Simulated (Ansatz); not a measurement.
# H2F (doublet): wave-function methods side by side at distance H1–H2 along a hydrogen transfer = 0.693 Å, cc-pVDZ

Aim: climb from Hartree-Fock through coupled cluster and multireference methods for H2F (doublet) at one geometry and basis, and see what each rung misses.

Computed with Ansatz 0.2.0, Gaussian basis. Level: cc-pVDZ, core rule «outside noble gas», up to 1 orbitals frozen.

The runs, in order: UHF; CCSD(T) on ROHF; CCSD(T) on UHF; BCCD(T) on ROHF; CISD; CCSDT(Q) on ROHF; CCSDT(Q) on UHF; CCSDTQ on ROHF; CCSDTQ on UHF; CASSCF and MRCISD+Q, 3 electrons in 3 orbitals; CASSCF and NEVPT2, 3 electrons in 3 orbitals; CASSCF and MRCISD+Q, 9 electrons in 6 orbitals; CASSCF and MRCISD+Q(relaxed), 9 electrons in 6 orbitals; CASSCF and NEVPT2, 9 electrons in 6 orbitals; Full CI.

## 1. The geometry

The geometry derives from fragments relaxed apart (PBE0/def2-TZVP) and kept rigid, so it is no stationary point. A hydrogen atom is moved between rigid fragments.

3 atoms, charge 0, spin multiplicity 2.

Atoms are counted from 1 here; the program's logs count them from 0.

Bond lengths: H1–H2 0.693 Å.

## 2. UHF

Contents of in.yaml:

```yaml
crystal:
  periodic: [false, false, false]
  atoms:
    - {symbol: H, position_ang: [0.000000, 0.000000, -0.864667]}
    - {symbol: H, position_ang: [0.000000, 0.000000, -0.171667]}
    - {symbol: F, position_ang: [0.000000, 0.000000, 1.036333]}
basis:
  gaussian: {orbitals: cc-pVDZ}
magnetization: {spin_polarized: true, initial_magnetization: 1}
hamiltonian: {xc: hf}
output: {orbitals: {seedname: orbitals}}
```

Command:

```bash
$ ansatz run in.yaml --threads 1 --pin off --events-out ev --progress --plain --max-ram 3968MiB --backend cpu
```

Further steps of the session: CCSD(T) on ROHF; CCSD(T) on UHF; BCCD(T) on ROHF; CISD; CCSDT(Q) on ROHF; CCSDT(Q) on UHF; CCSDTQ on ROHF; CCSDTQ on UHF; CASSCF and MRCISD+Q, 3 electrons in 3 orbitals; CASSCF and NEVPT2, 3 electrons in 3 orbitals; CASSCF and MRCISD+Q, 9 electrons in 6 orbitals; CASSCF and MRCISD+Q(relaxed), 9 electrons in 6 orbitals; CASSCF and NEVPT2, 9 electrons in 6 orbitals; Full CI.

**Question.** What will the summary of the whole plan be? Wanted: FCI below the RHF energy; RMP2 from FCI; UMP2 from FCI; RCCSD from FCI; RCCSD(T) from FCI; UCCSD(T) from FCI; RCCSDT(Q) from FCI; UCCSDT(Q) from FCI; NEVPT2 pair from FCI.

The runs gave:

| quantity | value |
| --- | --- |
| FCI below the RHF energy | -6.0148 eV |
| RMP2 from FCI | +13.99 kcal/mol |
| UMP2 from FCI | +13.48 kcal/mol |
| RCCSD from FCI | +1.76 kcal/mol |
| RCCSD(T) from FCI | +0.32 kcal/mol |
| UCCSD(T) from FCI | +0.31 kcal/mol |
| RCCSDT(Q) from FCI | 0.00 kcal/mol |
| UCCSDT(Q) from FCI | -0.01 kcal/mol |
| NEVPT2 pair from FCI | +9.32 kcal/mol |
| NEVPT2 valence from FCI | +19.15 kcal/mol |
| MRCISD+Q valence from FCI | +1.15 kcal/mol |
| levels within 1 kcal/mol (43 meV) | RCCSD(T), UCCSD(T), BCCD(T), RCCSDT, UCCSDT, RCCSDT(Q), UCCSDT(Q), RCCSDTQ, UCCSDTQ, MRCISD+Q(relaxed) valence |
| T1 diagnostic | 0.038 |
| effectively unpaired electrons | 1.02 |

RCCSD(T) misses by +0.32 kcal/mol, 0.2 % of the correlation energy. One determinant dominates. Of the multireference levels listed MRCISD+Q(relaxed) valence comes nearest in total energy (+0.24 kcal/mol), which doesn't show that its space is the better one. These misses are within one basis, not against nature; the frozen cores of restricted and unrestricted runs differ, which can shift their rows.
